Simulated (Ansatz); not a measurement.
The cluster LiAl₂, relaxed as a doublet with UKS PBE0-D4/def2-TZVP in Ansatz, starting from the GFN2-xTB geometry. Force threshold 0.02 eV/Å.

The charge 0 doublet is spin-contaminated (final ⟨S²⟩ up to 1.50, 0.75 for a pure state). Another isomer (doublet) lies 0.41 eV lower at PBE0-D4/def2-TZVP; other spin states weren't run for this one.

Start:

```xyz
3

Al    1.3284    0.4503    2.1066
Al    0.0088    0.0029    0.0145
Li   -1.3372   -0.4531   -2.1210
```

(1) Estimate the energy that the relaxation releases and the steps that it takes.

(2) Does the start keep its bonding and symmetry?

(3) Predict the relaxed structure.

Answers

(1) 0.02 eV, in 6 steps; 39 s on 4 threads of Arm Neoverse V2 on a shared host. The force fell under the threshold at step 3, but the optimiser went on. No frequencies were taken in this run, so the end may be a saddle point.

(2) By distances, no bond broke or formed. The bond that changes most is Al1–Al2, from 2.51 to 2.59 Å (atoms count from 1).

(3) 
Cartesian coordinates in Å:
```
Al 1.405 0.509 2.116
Al -0.088 -0.095 0.084
Li -1.317 -0.414 -2.200
```
Bond lengths (bridged metal pairs left out): 1 × Al–Al 2.59 Å; 1 × Al–Li 2.61 Å.
